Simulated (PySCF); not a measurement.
Stepwise substitution at one centre (Al F-Br). Gas-phase values, no solvent. Strings in code marks are SMILES.

Computed with PySCF 2.14.0 with PBE-D3(BJ)/def2-TZVP // B3LYP-D3(BJ)/def2-TZVP. All candidates: neutral, multiplicity 1. Excitations are Tamm–Dancoff values on a coarser integration grid. The basis has no diffuse functions, so Rydberg states are missing or too high.

| Item | Result |
|---|---|
| S1 excitation (TDA) | 5.66 eV |
| T1 excitation (TDA) | 5.39 eV |
| HOMO | -7.91 eV |

**Question.** Name which member has these values.
(A) `[F][Al]([F])[F]`
(B) `[Br][Al]([Br])[Br]`
(C) `[F][Al]([F])[Br]`
(D) `[F][Al]([Br])[Br]`

**Answer.** C, `[F][Al]([F])[Br]`. The others give `[F][Al]([F])[F]`: 7.28 eV, 7.08 eV, -9.62 eV; `[F][Al]([Br])[Br]`: 5.34 eV, 5.09 eV, -7.60 eV; `[Br][Al]([Br])[Br]`: 5.04 eV, 4.80 eV, -7.36 eV
